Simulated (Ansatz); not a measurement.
Start from `C=C(O)OC` and change one atom or group to get `C=COC`.

Ansatz, PBE0-D4/def2-TZVP geometries, multiplicity 1. Each molecule was computed in one conformer, which needn't be the lowest.

```tsv
property	`C=C(O)OC`
LUMO energy (ωB97M-V/def2-TZVPP) / eV	2.77
HOMO–LUMO gap (B3LYP/def2-TZVPP) / eV	7.00
HOMO energy (B3LYP/def2-TZVPP) / eV	-6.06
HOMO energy (ωB97M-V/def2-TZVPP) / eV	-8.53
HOMO–LUMO gap (PBE0/def2-TZVPP) / eV	7.60
size of the dipole moment (ωB97M-V/def2-TZVPP) / D	2.23
```

Problem. Give the same properties after the change, and the shifts. (An estimate is asked.)

Solution. The calculation gave: 
| property | `C=COC` | shift |
| --- | --- | --- |
| LUMO energy (ωB97M-V/def2-TZVPP) / eV | 3.02 | 0.25 |
| HOMO–LUMO gap (B3LYP/def2-TZVPP) / eV | 7.15 | 0.15 |
| HOMO energy (B3LYP/def2-TZVPP) / eV | -6.51 | -0.45 |
| HOMO energy (ωB97M-V/def2-TZVPP) / eV | -8.99 | -0.46 |
| HOMO–LUMO gap (PBE0/def2-TZVPP) / eV | 7.63 | 0.03 |
| size of the dipole moment (ωB97M-V/def2-TZVPP) / D | 0.90 | -1.33 |

Dipoles are sizes alone; their direction can turn.

B3LYP here is the variant with VWN-RPA as its local correlation; programs differ in this.
